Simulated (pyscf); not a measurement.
## Substitution at C: `[CH3][Br]` + `[H]` [doublet] → `[CH4]` + `[Br]` [doublet]

Gas phase, doublet surface, charge 0. Bonds broken: C1–Br2. Bonds formed: C1–H6. Optimised with ωB97X-D3(BJ)/def2-SVP in PySCF. Correlated levels are frozen-core, on RHF or UHF. ΔMP2 is the change of the MP2 total energy from the triple- to the quadruple-zeta basis.

Transition state (Å):

```xyz
6

C      0.2358     0.2139    -0.0194
Br     1.2326     0.6720    -1.8326
H      0.9337     0.6857     0.6767
H     -0.7096     0.7250    -0.2168
H      0.2502    -0.8763    -0.0937
H     -0.5185    -0.1329     1.3526
```

One imaginary mode, 1339i cm⁻¹; descent along it reached the two sides named.

| bond | change | reactant side (Å) | saddle | product side |
|---|---|---|---|---|
| C1–Br2 | breaks | 1.928 | 2.119 | 3.3 |
| C1–H6 | forms | 3.7 | 1.604 | 1.100 |

Electronic energies relative to the separated reactants (kcal/mol):

```csv
level,barrier,reaction energy,reverse barrier
ωB97X-D3(BJ)/def2-TZVP,14.8,-34.5,49.3
PBE/def2-TZVP,7.2,-31.4,38.6
r²SCAN/def2-TZVP,6.1,-34.1,40.3
B3LYP-D3(BJ)/def2-TZVP,7.9,-37.6,45.5
PBE0-D3(BJ)/def2-TZVP,10.2,-32.7,42.9
M06-2X/def2-TZVP,12.7,-36.9,49.6
ωB97M-D3(BJ)/def2-TZVP,13.5,-37.6,51.0
HF/def2-TZVP,22.9,-41.4,64.3
MP2/def2-QZVPP,18.1,-29.9,48.1
CCSD/def2-TZVPP,14.5,-38.5,53.1
CCSD(T)/def2-TZVPP,13.4,-36.4,49.8
CCSD(T)/def2-TZVPP + ΔMP2(QZVPP),13.2,-35.3,48.5
```

With CCSD(T)/def2-TZVPP + ΔMP2(QZVPP) energies and thermal terms (ideal gas, 1 atm, RRHO with modes under 100 cm⁻¹ raised to 100, one conformer, R ln 2 for chiral ones without a mode under 150 cm⁻¹), in kcal/mol:

| T (K) | ΔH‡ | ΔG‡ | ΔH | ΔG |
|---|---|---|---|---|
| 298 | 13.2 | 20.1 | -30.8 | -30.5 |
| 600 | 12.8 | 27.4 | -31.5 | -29.9 |
| 900 | 12.4 | 34.7 | -32.1 | -29.0 |
| 1200 | 12.1 | 42.2 | -32.7 | -27.9 |

The same reactants have a lower exit, to CH₃• + HBr (barrier +7.7 kcal/mol at ωB97M-D3(BJ)/def2-TZVP, against +13.5 kcal/mol here). This is the saddle that the search found; another between the same sides may lie lower. The angle at the attacked C is 180°. The CCSD(T) − MP2 part came from Ansatz, without density fitting, on the same reference. The frozen core leaves the outer d or s,p core shells of the metals and heavy elements correlated in the MP2 and CC values, and def2-TZVPP describes them poorly, which can shift differences by a few kcal/mol. Left out: orbital degeneracy and the spin-orbit lowering of Br, which is large for Br, Se, Te and I. Elements up to Kr have no core potential and no relativistic terms here.
